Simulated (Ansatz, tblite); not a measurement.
Cost and result up the ladder for Me2S2 (C2H6S2) (10 atoms). Charge 0, multiplicity 1. Geometry: PBE-D4/def2-SVP.

```xyz
10

C    -0.9863    0.2664    1.5960
S    -1.0208    1.2063    0.0260
S    -0.6878   -0.2654   -1.3977
C     1.1388   -0.3503   -1.4736
H    -1.2081    1.0014    2.3969
H    -1.7619   -0.5233    1.5994
H     0.0116   -0.1763    1.7831
H     1.5673    0.6310   -1.7537
H     1.5700   -0.6966   -0.5139
H     1.3774   -1.0932   -2.2624
```

Ansatz on 4 threads of Intel Xeon 6975P-C on a shared host; xTB runs through tblite on one thread. Times are rough, summed over both states, and most runs start from the orbitals of an earlier one. PBE0-D4/def2-TZVP serves as the yardstick here, not as an exact answer. The other state is a triplet.

The xTB rows come from tblite.

xTB has no spin-polarisation term.

```csv
level,functions,wall time
GFN2-xTB,32,0.006 s
GFN1-xTB,38,0.01 s
PBE-D4/def2-TZVP,172,1.9 s
r2SCAN-D4/def2-TZVP (with forces),172,4 s
PBE0-D4/def2-TZVP,172,4.9 s
```

Problem. Estimate what each level gives for the vertical triplet (eV).

Solution. 
```json
{"level": "GFN2-xTB", "vertical triplet (eV)": "3.57", "difference from PBE0-D4/def2-TZVP (eV)": "-0.42"}
{"level": "GFN1-xTB", "vertical triplet (eV)": "4.30", "difference from PBE0-D4/def2-TZVP (eV)": "0.32"}
{"level": "PBE-D4/def2-TZVP", "vertical triplet (eV)": "3.79", "difference from PBE0-D4/def2-TZVP (eV)": "-0.19"}
{"level": "r2SCAN-D4/def2-TZVP (with forces)", "vertical triplet (eV)": "3.88", "difference from PBE0-D4/def2-TZVP (eV)": "-0.11"}
{"level": "PBE0-D4/def2-TZVP", "vertical triplet (eV)": "3.99", "difference from PBE0-D4/def2-TZVP (eV)": "0.00"}
```
